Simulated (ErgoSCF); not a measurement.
# BNH3 (SMILES B[NH]) at 3 levels

Aim: a comparison of 3 runs (USVWN5/6-31+G*, UCAM-B3LYP/def2-SVP, UPBE0/def2-SVP) of BNH3. 

Program for the calculation: ErgoSCF 3.8.

### Step 1. The structure to begin with

The species is BNH3 (5 atoms), meant as a doublet with charge 0. As SMILES, `B[NH]`. Geometry: relaxed at PBE0-D4/def2-TZVP.

Bond lengths: B1–N2 1.329 Å, B1–H3 1.210 Å, B1–H4 1.204 Å, N2–H5 0.999 Å. Angles: B1–N2–H5 163.9°, N2–B1–H3 118.8°, N2–B1–H4 121.2°, H3–B1–H4 119.9°.

### Step 2. A single-point energy at USVWN5/6-31+G(d) (spherical functions) (run 1)

The input, ergo.in:

```
set_nthreads(1)
charge = 0
spin_polarization = 1
scf.max_number_of_iterations = 120
XC.radint = 1e-11
basis = "6-31+G*"
XC.angint = 41
scf.output_mulliken_pop = 1
tmpdir = "."
XC.sparse_mode = 0
scf.use_diagonalization = 1
molecule_inline
B  -0.58732688 -0.69938764 -0.17309891
N  1.00382252 1.23814856 -0.03741658
H  -0.78385840 -2.09268271 1.62988878
H  -1.82188496 -1.08300204 -2.04449469
H  2.28354505 2.49765102 0.54669777
EOF
run "SVWN5"
```

The basis set 6-31+G* is read from a file made from the Basis Set Exchange's data (not shown).

Started as:

```
ergo ergo.in
```

Output:

```text
[...]
INSC SCF_general constructor, number of basis functions: 42
[...]
INSC Energy   1 =        -32.10970970810
[...]
INDE E_LUMO =         -0.17763656449
[...]
INSC Energy  27 =        -80.58351665179  ( diff     -0.000000000262020 )
[...]
RESC CONVERGED after  27 iterations.
RESC FINAL ENERGY:        -80.58351665179
RESC FINAL <S2> =          0.75424356059
[...]
INSC SCF: dipole_moment_x [atomic units] =       0.31000799
INSC SCF: dipole_moment_y [atomic units] =       0.27245906
INSC SCF: dipole_moment_z [atomic units] =       0.19357134
[...]
```

It took 13 s on 1 thread of Intel Xeon Platinum 8259CL at 2.50GHz (Skylake/Cascade Lake), shared host; peak memory 0.27 GiB.

### Step 3. The energy at UCAM-B3LYP/def2-SVP (run 2)

The input, job.ego:

```
set_nthreads("env")
molecule_inline
B   -0.58732688  -0.69938764  -0.17309891
N    1.00382252   1.23814856  -0.03741658
H   -0.78385840  -2.09268271   1.62988878
H   -1.82188496  -1.08300204  -2.04449469
H    2.28354505   2.49765102   0.54669777
EOF
basis = "def2-SVP"
tmpdir = "."
scf.use_diagonalization = 1
spin_polarization = 1
scf.output_mulliken_pop = 1
XC.sparse_mode = 0
scf.max_number_of_iterations = 120
XC.angint = 41
XC.radint = 1e-11
charge = 0
run "Camb3lyp"
```

The basis set def2-SVP is read from a file made from the Basis Set Exchange's data (not shown).

Started as:

```
ergo job.ego
```

Output:

```text
[...]
INSC SCF_general constructor, number of basis functions: 43
[...]
INSC Energy   1 =        -27.06438219234
[...]
INDE E_LUMO =         -0.06394388827
[...]
INSC Energy  15 =        -81.24201676101  ( diff     -0.000000000104464 )
[...]
RESC CONVERGED after  15 iterations.
RESC FINAL ENERGY:        -81.24201676101
RESC FINAL <S2> =          0.75855293745
[...]
INSC SCF: dipole_moment_x [atomic units] =       0.43342577
INSC SCF: dipole_moment_y [atomic units] =       0.44653912
INSC SCF: dipole_moment_z [atomic units] =       0.16650359
[...]
```

Run time: 14 s. Hardware: 1 thread of Intel Xeon Platinum 8259CL at 2.50GHz (Skylake/Cascade Lake), shared host; peak memory 0.27 GiB.

### Step 4. A single-point energy at UPBE0/def2-SVP (run 3)

The input, run.inp:

```
set_nthreads(1)
molecule_inline Angstrom
B       -0.310800      -0.370100      -0.091600
N        0.531200       0.655200      -0.019800
H       -0.414800      -1.107400       0.862500
H       -0.964100      -0.573100      -1.081900
H        1.208400       1.321700       0.289300
EOF
spin_polarization = 1
scf.max_number_of_iterations = 120
charge = 0
XC.angint = 41
tmpdir = "."
scf.use_diagonalization = 1
basis = "def2-SVP"
XC.sparse_mode = 0
scf.output_mulliken_pop = 1
XC.radint = 1e-11
run "PBE0"
```

The basis set def2-SVP is read from a file made from the Basis Set Exchange's data (not shown).

Started as:

```
ergo < run.inp
```

Output:

```text
[...]
INDF Weighted mixed functional:
[...]
INSC Energy   1 =        -27.63038858391
[...]
INDE E_LUMO =         -0.10701861386
[...]
INSC Energy  16 =        -81.18366596199  ( diff     -0.000000000007617 )
[...]
RESC CONVERGED after  16 iterations.
RESC FINAL ENERGY:        -81.18366596199
RESC FINAL <S2> =          0.75911549462
[...]
INSC SCF: dipole_moment_x [atomic units] =       0.42743984
INSC SCF: dipole_moment_y [atomic units] =       0.43840067
INSC SCF: dipole_moment_z [atomic units] =       0.16731698
[...]
```

Wall time 13 s (1 thread of Intel Xeon Platinum 8259CL at 2.50GHz (Skylake/Cascade Lake), shared host); peak memory 0.27 GiB.

### Step 5. Overview of the runs

```tsv
run	level	energy (Eh)	dipole moment (D)	⟨S²⟩	wall time
1	USVWN5/6-31+G* (spherical functions)	-80.583517	1.16	0.754	13 s
2	UCAM-B3LYP/def2-SVP	-81.242017	1.64	0.759	14 s
3	UPBE0/def2-SVP	-81.183666	1.61	0.759	13 s
```

### Step 6. Results

```
            quantity         value
 run 3: total energy  -81.18367 Eh
run 3: dipole moment        1.61 D
         run 3: ⟨S²⟩         0.759
```

In words: The dipole moment (its size) runs from 1.16 D (USVWN5/6-31+G*) to 1.64 D (UCAM-B3LYP/def2-SVP). The two ends differ in method and basis. Totals of different functionals can't be ranked against each other. All runs together took 40 s, the longest 14 s.
